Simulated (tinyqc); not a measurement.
G0W0 on RHF in the sto-3g basis, for LiH, spin multiplicity 1, step by step. Computed by tinyqc, a small Python program that keeps every step (integrals from PySCF). Settings: charge = 0, multiplicity = 1, basis = sto-3g, method = RHF, energy threshold = 1e-10, iteration cap = 65, orthogonalisation = canonical, start = Wolfsberg-Helmholz matrix, DIIS depth = 6. Command: `OMP_NUM_THREADS=1 python tinyqc.py 26178 26179 out.jsonl` (the two numbers bound the seeds that draw the settings). One thread of a shared host (Intel(R) Xeon(R) Processor @ 2.60GHz), about 0.06 s of CPU time with the checks. The early iterations of the SCF are left out here.

## One-electron integrals

Geometry (angstrom):
```
atom         x         y         z
Li    0.000000  0.000000  0.000000
H     0.000000  0.000000  1.918000
```

Basis sto-3g: exponents (1/bohr^2) and contraction coefficients of normalised primitives:
```
element  l (shell)   exponent  coefficient
Li           s (1)  16.119575     0.154329
Li           s (1)   2.936201     0.535328
Li           s (1)   0.794651     0.444635
Li           s (2)   0.636290    -0.099967
Li           s (2)   0.147860     0.399513
Li           s (2)   0.048089     0.700115
Li           p (3)   0.636290     0.155916
Li           p (3)   0.147860     0.607684
Li           p (3)   0.048089     0.391957
H            s (1)   3.425251     0.154329
H            s (1)   0.623914     0.535328
H            s (1)   0.168855     0.444635
```

Overlap, kinetic and nuclear-attraction integrals over the contracted functions; the nuclear repulsion is the sum of Za Zb / Rab.

nuclear repulsion = 0.82770158 hartree

overlap S, lower triangle:
```
           1Li 1s    1Li 2s   1Li 2px   1Li 2py   1Li 2pz     2H 1s
1Li 1s   1.000000
1Li 2s   0.241137  1.000000
1Li 2px  0.000000  0.000000  1.000000
1Li 2py  0.000000  0.000000  0.000000  1.000000
1Li 2pz  0.000000  0.000000  0.000000  0.000000  1.000000
2H 1s    0.033282  0.317671  0.000000  0.000000  0.442267  1.000000
```

kinetic energy T (hartree), lower triangle:
```
            1Li 1s    1Li 2s   1Li 2px   1Li 2py   1Li 2pz     2H 1s
1Li 1s    3.576786
1Li 2s   -0.020237  0.102163
1Li 2px   0.000000  0.000000  0.319682
1Li 2py   0.000000  0.000000  0.000000  0.319682
1Li 2pz   0.000000  0.000000  0.000000  0.000000  0.319682
2H 1s    -0.010291  0.023403  0.000000  0.000000  0.083057  0.760032
```

nuclear attraction V (hartree), lower triangle:
```
            1Li 1s     1Li 2s    1Li 2px    1Li 2py    1Li 2pz      2H 1s
1Li 1s   -8.258782
1Li 2s   -1.030873  -1.464587
1Li 2px   0.000000   0.000000  -1.427809
1Li 2py   0.000000   0.000000   0.000000  -1.427809
1Li 2pz  -0.011208  -0.103735   0.000000   0.000000  -1.509384
2H 1s    -0.139027  -0.537822   0.000000   0.000000  -0.757344  -2.053840
```

core Hamiltonian H = T + V (hartree), lower triangle:
```
            1Li 1s     1Li 2s    1Li 2px    1Li 2py    1Li 2pz      2H 1s
1Li 1s   -4.681995
1Li 2s   -1.051110  -1.362424
1Li 2px   0.000000   0.000000  -1.108127
1Li 2py   0.000000   0.000000   0.000000  -1.108127
1Li 2pz  -0.011208  -0.103735   0.000000   0.000000  -1.189702
2H 1s    -0.149318  -0.514420   0.000000   0.000000  -0.674287  -1.293808
```

## Two-electron integrals

Functions are numbered as in S; the eight-fold symmetry (ij|kl) = (ji|kl) = (kl|ij) leaves the list below.

Two-electron integrals (ij|kl) in chemists' order, unique and non-zero (hartree):
```
(11|11) 1.680395   (21|11) 0.265420   (21|21) 0.049941   (22|11) 0.397727
(22|21) 0.092860   (22|22) 0.290562   (31|31) 0.008981   (32|31) 0.013788
(32|32) 0.064184   (33|11) 0.396640   (33|21) 0.092880   (33|22) 0.290497
(33|33) 0.312946   (41|41) 0.008981   (42|41) 0.013788   (42|42) 0.064184
(43|43) 0.016869   (44|11) 0.396640   (44|21) 0.092880   (44|22) 0.290497
(44|33) 0.279207   (44|44) 0.312946   (51|51) 0.008981   (52|51) 0.013788
(52|52) 0.064184   (53|53) 0.016869   (54|54) 0.016869   (55|11) 0.396640
(55|21) 0.092880   (55|22) 0.290497   (55|33) 0.279207   (55|44) 0.279207
(55|55) 0.312946   (61|11) 0.035271   (61|21) 0.006685   (61|22) 0.012719
(61|33) 0.012571   (61|44) 0.012571   (61|51) 0.000820   (61|52) 0.001600
(61|55) 0.013021   (61|61) 0.000984   (62|11) 0.106392   (62|21) 0.025252
(62|22) 0.086659   (62|33) 0.081851   (62|44) 0.081851   (62|51) 0.004010
(62|52) 0.026723   (62|55) 0.096194   (62|61) 0.004071   (62|62) 0.046681
(63|31) 0.001755   (63|32) 0.008816   (63|53) 0.003842   (63|63) 0.002871
(64|41) 0.001755   (64|42) 0.008816   (64|54) 0.003842   (64|64) 0.002871
(65|11) 0.139127   (65|21) 0.033296   (65|22) 0.118007   (65|33) 0.109895
(65|44) 0.109895   (65|51) 0.006181   (65|52) 0.041092   (65|55) 0.134112
(65|61) 0.005527   (65|62) 0.068874   (65|65) 0.102572   (66|11) 0.275651
(66|21) 0.066379   (66|22) 0.251743   (66|33) 0.229807   (66|44) 0.229807
(66|51) 0.011006   (66|52) 0.093848   (66|55) 0.295484   (66|61) 0.010971
(66|62) 0.173966   (66|65) 0.265126   (66|66) 0.774606
```

## Orthogonalisation

S = U s U^T; canonical form X = U s^(-1/2), so that X^T S X = 1. Each column of U has its largest component positive (the first on a tie).

eigenvalues of S: 0.443304  0.802263  1.000000  1.000000  1.179805  1.574629

X:
```
                 1          2          3         4          5         6
1Li 1s    0.237159   0.778550   0.000000  0.000000   0.605589  0.188759
1Li 2s   -0.689420  -0.609198   0.000000  0.000000   0.477690  0.375770
1Li 2px   0.000000   0.000000   0.996206  0.087028   0.000000  0.000000
1Li 2py   0.000000   0.000000  -0.087028  0.996206   0.000000  0.000000
1Li 2pz  -0.816805   0.473670   0.000000  0.000000  -0.465653  0.412876
2H 1s     1.028140  -0.211778   0.000000  0.000000  -0.189312  0.536442
```

Within a degenerate level the vectors are fixed only up to a rotation; this is one choice.

## Iteration 8 (converged): orbitals

converged F (hartree), lower triangle:
```
            1Li 1s     1Li 2s   1Li 2px   1Li 2py    1Li 2pz      2H 1s
1Li 1s   -2.355873
1Li 2s   -0.641208  -0.215683
1Li 2px   0.000000   0.000000  0.162775
1Li 2py   0.000000   0.000000  0.000000  0.162775
1Li 2pz   0.014549  -0.080023  0.000000  0.000000   0.033239
2H 1s    -0.091604  -0.224649  0.000000  0.000000  -0.212234  -0.102175
```

Diagonalise F' = X^T F X, C = X C', fill 2 alpha and 2 beta electrons from the bottom; D = 2 C_occ C_occ^T. Each column has its largest component positive (the first on a tie).

F' = X^T F X (hartree), lower triangle:
```
           1          2         3         4          5          6
1   0.423330
2  -0.201572  -0.825185
3   0.000000   0.000000  0.162775
4   0.000000   0.000000  0.000000  0.162775
5  -0.166781  -1.083063  0.000000  0.000000  -1.229032
6  -0.074568  -0.359400  0.000000  0.000000  -0.505650  -0.454789
```

orbital energies (hartree): MO1 -2.358386, MO2 -0.257303, MO3 0.074466, MO4 0.162775, MO5 0.162775, MO6 0.455548

coefficients C:
```
               MO1        MO2        MO3        MO4       MO5        MO6
1Li 1s    0.991411  -0.153207  -0.213426   0.000000  0.000000   0.113287
1Li 2s    0.033428   0.481287   0.798127   0.000000  0.000000  -0.588263
1Li 2px   0.000000   0.000000   0.000000  -0.338382  0.941009   0.000000
1Li 2py   0.000000   0.000000   0.000000   0.941009  0.338382   0.000000
1Li 2pz  -0.004832   0.334601  -0.602630   0.000000  0.000000  -0.896488
2H 1s    -0.000231   0.573695  -0.171838   0.000000  0.000000   1.032897
```

D after iteration 8, lower triangle:
```
            1Li 1s    1Li 2s   1Li 2px   1Li 2py   1Li 2pz     2H 1s
1Li 1s    2.012735
1Li 2s   -0.081191  0.465509
1Li 2px   0.000000  0.000000  0.000000
1Li 2py   0.000000  0.000000  0.000000  0.000000
1Li 2pz  -0.112108  0.321755  0.000000  0.000000  0.223962
2H 1s    -0.176246  0.552208  0.000000  0.000000  0.383919  0.658251
```

Within a degenerate level the vectors are fixed only up to a rotation; this is one choice.

## Convergence

Stop when the energy changes by less than 1e-10 hartree and every element of the error matrix X^T (F D S - S D F) X is below 3e-06.

Course of the cycle:
```
iteration  E (hartree)     change  largest element of the error matrix
1          -7.82269192          -                             4.68e-02
2          -7.83461997  -1.19e-02                             2.57e-02
3          -7.83836136  -3.74e-03                             1.27e-02
4          -7.83935682  -9.95e-04                             1.36e-03
5          -7.83935797  -1.15e-06                             6.45e-04
6          -7.83935876  -7.89e-07                             1.53e-05
7          -7.83935876  -1.05e-09                             6.39e-06
8          -7.83935876  -8.54e-11                             1.54e-07
```

PySCF RHF in the same basis = -7.83935876 hartree

Converged in 8 iterations.

## Integrals over molecular orbitals

(pq|rs) = sum C_ip C_jq C_kr C_ls (ij|kl), one index at a time.

one-electron integrals over orbitals h = C^T H C (hartree), lower triangle:
```
           1          2          3          4          5          6
1  -4.672916
2   0.097706  -1.378455
3   0.163599   0.022888  -1.105900
4   0.000000   0.000000   0.000000  -1.108127
5   0.000000   0.000000   0.000000   0.000000  -1.108127
6  -0.049596   0.013924   0.024421   0.000000   0.000000  -0.996139
```

Two-electron integrals over orbitals (pq|rs), unique and non-zero (hartree):
```
(11|11) 1.659077    (21|11) -0.101565   (21|21) 0.010876    (22|11) 0.333164
(22|21) 0.003859    (22|22) 0.465699    (31|11) -0.140701   (31|21) 0.010649
(31|22) -0.012825   (31|31) 0.021949    (32|11) 0.021162    (32|21) -0.002752
(32|22) -0.054563   (32|31) -0.000034   (32|32) 0.017197    (33|11) 0.393568
(33|21) -0.009551   (33|22) 0.216188    (33|31) 0.001291    (33|32) 0.011682
(33|33) 0.333262    (41|41) 0.009813    (42|41) 0.007305    (42|42) 0.021913
(43|41) 0.010326    (43|42) 0.019752    (43|43) 0.041315    (44|11) 0.396336
(44|21) -0.003814   (44|22) 0.254978    (44|31) -0.005042   (44|32) 0.009893
(44|33) 0.280887    (44|44) 0.312946    (51|51) 0.009813    (52|51) 0.007305
(52|52) 0.021913    (53|51) 0.010326    (53|52) 0.019752    (53|53) 0.041315
(54|54) 0.016869    (55|11) 0.396336    (55|21) -0.003814   (55|22) 0.254978
(55|31) -0.005042   (55|32) 0.009893    (55|33) 0.280887    (55|44) 0.279207
(55|55) 0.312946    (61|11) 0.067292    (61|21) -0.009460   (61|22) -0.007634
(61|31) -0.004156   (61|32) 0.002479    (61|33) 0.011652    (61|44) 0.001357
(61|55) 0.001357    (61|61) 0.010630    (62|11) -0.068587   (62|21) 0.002429
(62|22) 0.113790    (62|31) 0.003156    (62|32) -0.039527   (62|33) -0.017837
(62|44) -0.029917   (62|55) -0.029917   (62|61) 0.000373    (62|62) 0.127976
(63|11) 0.020228    (63|21) -0.002576   (63|22) -0.054281   (63|31) 0.004114
(63|32) 0.013463    (63|33) 0.036185    (63|44) 0.005391    (63|55) 0.005391
(63|61) 0.004367    (63|62) -0.035752   (63|63) 0.028326    (64|41) -0.006086
(64|42) -0.019097   (64|43) -0.012832   (64|64) 0.019692    (65|51) -0.006086
(65|52) -0.019097   (65|53) -0.012832   (65|65) 0.019692    (66|11) 0.357615
(66|21) 0.001437    (66|22) 0.437532    (66|31) -0.011117   (66|32) -0.046992
(66|33) 0.239349    (66|44) 0.262762    (66|55) 0.262762    (66|61) -0.004666
(66|62) 0.112999    (66|63) -0.045547   (66|66) 0.436156
```

## Screening: direct RPA

With D = e_a - e_i and K = (ia|jb): diagonalise D^(1/2) (D + 4K) D^(1/2) = Z w^2 Z^T; X + Y = D^(1/2) Z w^(-1/2), each column of Z with its largest component positive (the first on a tie); E_c = (sum w - tr (D + 2K)) / 2.

D^(1/2) (D + 4K) D^(1/2) (hartree^2), lower triangle:
```
           1>3       1>4       1>5       1>6        2>3       2>4       2>5       2>6
1>3   6.132357
1>4   0.000000  6.455214
1>5   0.000000  0.000000  6.455214
1>6  -0.043499  0.000000  0.000000  8.037877
2>3  -0.000124  0.000000  0.000000  0.009580   0.132892
2>4   0.000000  0.030070  0.000000  0.000000   0.000000  0.213287
2>5   0.000000  0.000000  0.030070  0.000000   0.000000  0.000000  0.213287
2>6   0.016623  0.000000  0.000000  0.002112  -0.076891  0.000000  0.000000  0.873069
```

excitation energies w (hartree): 0.353520  0.461673  0.461673  0.938573  2.476170  2.540740  2.540740  2.835292

X + Y:
```
             1          2          3          4          5          6         7          8
1>3  -0.000712   0.000000   0.000000  -0.005076   0.990952   0.000000  0.000000  -0.021127
1>4   0.000000   0.006731  -0.009024   0.000000   0.000000   0.739630  0.667247   0.000000
1>5   0.000000  -0.009024  -0.006731   0.000000   0.000000  -0.667247  0.739630   0.000000
1>6  -0.003479   0.000000   0.000000  -0.000304   0.024313   0.000000  0.000000   0.995967
2>3   0.963669   0.000000   0.000000  -0.060794  -0.000009   0.000000  0.000000   0.000414
2>4   0.000000  -0.570314   0.764608   0.000000   0.000000   0.001454  0.001312   0.000000
2>5   0.000000   0.764608   0.570314   0.000000   0.000000  -0.001312  0.001454   0.000000
2>6   0.145201   0.000000   0.000000   0.866924   0.001701   0.000000  0.000000   0.000115
```

RPA correlation energy = -0.02395602 hartree

Within a degenerate level the vectors are fixed only up to a rotation; this is one choice.

## G0W0 on Hartree-Fock: HOMO

W(p,q,m) = sqrt2 sum_ia (pq|ia) (X+Y)_ia,m; Sigma_c(x) = sum_(i,m) W^2/(x - e_i + w_m) + sum_(a,m) W^2/(x - e_a - w_m); solve x = e_p + Sigma_c(x) by Newton steps; Z = 1/(1 - dSigma/dx); 1 hartree = 27.211386 eV.

The 12 largest terms at x = e_p (hartree; W for the signs of X + Y given):
```
q  m          W       term
2  4   0.144295   0.022184
6  4   0.160276  -0.015555
2  1  -0.050944   0.007341
3  4  -0.049940  -0.001963
6  1  -0.027595  -0.000714
5  2   0.023602  -0.000632
4  3   0.023602  -0.000632
4  2  -0.017604  -0.000351
5  3   0.017604  -0.000351
3  1   0.015307  -0.000342
2  5  -0.017961   0.000130
1  5   0.014605   0.000047
```

Newton steps (hartree):
```
step          x  Sigma_c(x)         Z
0     -0.257303    0.009160  0.944394
1     -0.248652    0.008656  0.945485
2     -0.248647    0.008656  0.945486
```

quasiparticle energy of the HOMO = -6.766034 eV

Hartree-Fock value = -7.001580 eV

## G0W0 on Hartree-Fock: LUMO

As before.

The 12 largest terms at x = e_p (hartree; W for the signs of X + Y given):
```
q  m          W       term
2  4  -0.049940   0.001963
6  4  -0.045022  -0.001536
5  2   0.021226  -0.000819
4  3   0.021226  -0.000819
3  4  -0.022887  -0.000558
4  2  -0.015832  -0.000456
5  3   0.015832  -0.000456
3  1   0.012200  -0.000421
2  1   0.015307   0.000342
1  5   0.030624   0.000191
6  1   0.010981  -0.000164
3  8   0.016377  -0.000095
```

Newton steps (hartree):
```
step         x  Sigma_c(x)         Z
0     0.074466   -0.002999  0.990099
1     0.071497   -0.002969  0.990166
2     0.071496   -0.002969  0.990166
```

quasiparticle energy of the LUMO = 1.945518 eV

Hartree-Fock value = 2.026310 eV
